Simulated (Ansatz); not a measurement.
The input, for Ansatz 0.2.0:

```yaml
crystal:
  periodic: [false, false, false]
  atoms:
    - {symbol: Si, position_ang: [0.000000, 0.000000, 2.594004]}
    - {symbol: C, position_ang: [0.000000, 0.000000, -0.351967]}
    - {symbol: H, position_ang: [0.000000, 0.000000, -2.242037]}
basis:
  gaussian: {orbitals: 6-31G}
magnetization: {spin_polarized: false, initial_magnetization: 1}
correlation: {method: fci, electrons: outside_noble_gas}
```

```sh
$ ansatz run in.yaml --threads 1 --pin off --events-out ev --progress --plain --max-ram 2393MiB
```

Log:

```
498 factors; integrals over basis functions are off by at most 4.9e-8 eV
mean field evaluation 1: about -8892.4109 eV, gradient 1.3e1 eV
mean field evaluation 2: about -8892.4106 eV, gradient 1.3e1 eV
mean field evaluation 4: about -8893.6836 eV, gradient 4.2e0 eV
mean field evaluation 8: about -8893.8128 eV, gradient 8.7e-1 eV
mean field evaluation 16: about -8894.9630 eV, gradient 2.4e-4 eV
mean field evaluation 32: about -8892.2479 eV, gradient 4.5e-1 eV
mean field evaluation 64: about -8894.4356 eV, gradient 5.3e-2 eV
mean field evaluation 96: about -8895.9891 eV, gradient 5.0e-7 eV
mean field evaluation 128: about -8894.5574 eV, gradient 3.7e-1 eV
mean field evaluation 160: about -8895.9689 eV, gradient 1.7e0 eV
mean field evaluation 192: about -8895.2983 eV, gradient 3.8e-6 eV
mean field evaluation 224: about -8895.9880 eV, gradient 2.0e-1 eV
mean field evaluation 256: about -8895.2964 eV, gradient 3.2e-2 eV
mean field -8896.20907201 eV, -326.9296533292 hartree, gradient 1.1e-6 eV, S^2 0.750000; 21 other end points of the search recorded, 0 dependent functions left out
determinant -8896.20907201 eV, -326.9296533292 hartree, with singles and doubles -8900.28217445 eV, -327.0793370832 hartree
determinant -8895.98906405 eV, -326.9215681859 hartree, with singles and doubles -8899.82932918 eV, -327.0626953265 hartree
determinant -8895.29833879 eV, -326.8961845008 hartree, with singles and doubles -8899.11971256 eV, -327.0366173966 hartree
determinant -8894.96303756 eV, -326.8838624078 hartree, with singles and doubles -8900.06496169 eV, -327.0713546616 hartree
determinant -8894.43558998 eV, -326.8644790669 hartree, with singles and doubles -8897.13068651 eV, -326.9635220374 hartree
determinant -8894.18378739 eV, -326.8552254925 hartree, with singles and doubles -8896.65280087 eV, -326.9459600641 hartree
determinant -8893.81459041 eV, -326.8416577536 hartree, with singles and doubles -8900.31819563 eV, -327.0806608371 hartree
determinant -8896.20907201 eV, -326.9296533292 hartree, with singles and doubles -8900.63681910 eV, -327.0923700337 hartree
determinant -8895.98906405 eV, -326.9215681859 hartree, with singles and doubles -8899.89528488 eV, -327.0651191537 hartree
determinant -8894.96303756 eV, -326.8838624078 hartree, with singles and doubles -8901.01527352 eV, -327.1062779771 hartree
determinant -8893.81459041 eV, -326.8416577536 hartree, with singles and doubles -8900.62077683 eV, -327.0917804912 hartree
unrestricted determinant -8898.02459570 eV, -326.9963725943 hartree, S^2 2.6404
6 core orbitals not correlated: weight in the atoms' cores, before any rotation towards them, 1.000 or more for the frozen orbitals, at most 0.000 for the correlated occupied ones
reference -8896.20907201 eV, -326.9296533292 hartree; 5, 4 occupied and 13, 14 virtual orbitals, 498 factors
state -8901.41250208 eV, -327.1208758574 hartree
6 core orbitals not correlated: weight in the atoms' cores, before any rotation towards them, 1.000 or more for the frozen orbitals, at most 0.000 for the correlated occupied ones
state -8901.41347936 eV, -327.1209117717 hartree
Total energy: -8901.41347936 eV, -327.1209117717 hartree
```

Natural occupations: 1.9512 1.9192 1.7216 1.3726 0.8390 0.6178 0.2150 0.1962 0.1237 0.0096 0.0089 0.0058 0.0056 0.0051 0.0034 0.0024 0.0022 0.0008.

Ran on 1 thread of Arm Neoverse V1, shared host: 12 min wall, 1.1 GiB peak host memory.
